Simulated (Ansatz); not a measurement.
`[NH2][AlH][AlH2]` + HCl → `[NH2][AlH][Cl]` + `[AlH3]` at 400 K and 1 bar (cleavage of the Al–Al bond).

Isolated molecules relaxed with PBE0-D4/def2-TZVP in Ansatz; ΔE leaves out vibrations. CBS: MP2 limit from def2 TZ/QZ plus the TZ coupled-cluster correction, frozen cores. This one scheme is used for every species. One conformer a species, not always the lowest.

```json
{"species": "`[NH2][AlH][AlH2]`", "CCSD(T)/CBS energy (Eh)": "-541.74510", "H − E (kJ/mol)": "150.9", "S (J/(mol·K))": "366.4"}
{"species": "HCl", "CCSD(T)/CBS energy (Eh)": "-460.38127", "H − E (kJ/mol)": "29.6", "S (J/(mol·K))": "195.4"}
{"species": "`[NH2][AlH][Cl]`", "CCSD(T)/CBS energy (Eh)": "-758.40905", "H − E (kJ/mol)": "113.0", "S (J/(mol·K))": "317.2"}
{"species": "`[AlH3]`", "CCSD(T)/CBS energy (Eh)": "-243.78045", "H − E (kJ/mol)": "63.6", "S (J/(mol·K))": "220.9"}
```

H − E and S are ideal-gas, rigid-rotor, harmonic terms from PBE0-D4/def2-TZVP, for one conformer and one mirror image of each species. 1 Eh = 2625.50 kJ/mol, R = 8.31446 J/(mol·K).

Q: By hand: ΔE, ΔH, ΔS and ΔG.

A: ΔE = (-758.40905) + (-243.78045) − (-541.74510) − (-460.38127) = -0.06313 Eh = -165.7 kJ/mol. Δ(H − E) = 113.0 + 63.6 − 150.9 − 29.6 = -3.9, so ΔH = -169.6 kJ/mol. ΔS = 317.2 + 220.9 − 366.4 − 195.4 = -23.7 J/(mol·K). ΔG = -169.6 − 400 × (-23.7)/1000 = -160.1 kJ/mol.

Q: By hand: the equilibrium constant, and the temperature at which ΔG would vanish if ΔH and ΔS stayed fixed.

A: log₁₀ K = −ΔG/(RT ln 10) = 20.9. ΔG = 0 at ΔH/ΔS = 7156 K, far beyond where these terms or the molecules hold.

ΔH outweighs TΔS. A doubt of 5 kJ/mol in ΔE shifts log₁₀ K by 0.7 here. Other conformers and mirror images would add mixing entropy, several J/(mol·K) or more a flexible species. Modes under 60 cm⁻¹, often nearly free rotors, make the harmonic entropy too high. These are equilibria of isolated gas molecules and say nothing of rates. Largest T1 diagnostic: 0.012 (customary marks: 0.02 for closed shells, 0.045 for open ones).
